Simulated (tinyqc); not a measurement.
Stretching all distances: RHF, UHF, MP2, CISD and CCSD against full CI in the sto-3g basis, for H2F+, spin multiplicity 1. Computed by the program tinyqc with PySCF. All coordinates are multiplied by the scale. c0^2 is the weight of the RHF determinant in the lowest singlet FCI state (UHF is spin-contaminated and may lie near states of higher spin) and n(LUMO) the first natural occupation beyond the occupied space.

Geometry (angstrom):
```
atom       x        y       z
F     0.0000   0.0000  0.0000
H     0.0000   0.7190  0.5900
H     0.0000  -0.7140  0.5860
```

Full CI energy (hartree) and errors against it (kcal/mol):
```
scale   distance 1-2 (angstrom)      E(FCI)       RHF      UHF      MP2    CISD    CCSD  <S^2> UHF    c0^2  n(LUMO)
0.9400                   0.8743  -98.864932   22.3232  22.3232   5.1677  0.2568  0.1509     0.0000  0.9847   0.0164
1.1500                   1.0696  -98.901155   34.5112  34.5112   8.7967  0.7318  0.4420     0.0000  0.9668   0.0333
1.3500                   1.2556  -98.839582   49.3335  49.3335  13.1394  1.6770  1.0767     0.0000  0.9366   0.0599
1.5600                   1.4509  -98.753658   67.9652  61.2114  18.0182  3.2997  2.2298     0.5063  0.8877   0.1055
1.7700                   1.6463  -98.672479   89.0468  51.9583  22.1627  5.4451  3.6700     1.0308  0.8213   0.1697
2.1800                   2.0276  -98.559385  130.8088  26.4825  32.7951  8.3098  4.0903     1.3943  0.5902   0.3174
```

Estimate the missing row, scale = 1.97.

Computed row:
```
scale   distance 1-2 (angstrom)      E(FCI)       RHF      UHF      MP2    CISD    CCSD  <S^2> UHF    c0^2  n(LUMO)
1.9700                   1.8323  -98.609036  110.1368  38.6531  24.1858  7.6488  4.6191     1.2765  0.7453   0.2415
```

UHF parts from RHF first at scale 1.56 of those listed, where <S^2> leaves zero. The weight c0^2 goes from 0.98 to 0.59 and n(LUMO) from 0.02 to 0.32: static correlation grows as the bonds break into open-shell fragments. The spread of the error along the curve, which distorts its shape, is CCSD 4.5, CISD 8.1, MP2 27.6, UHF 38.9, RHF 108.5 kcal/mol.
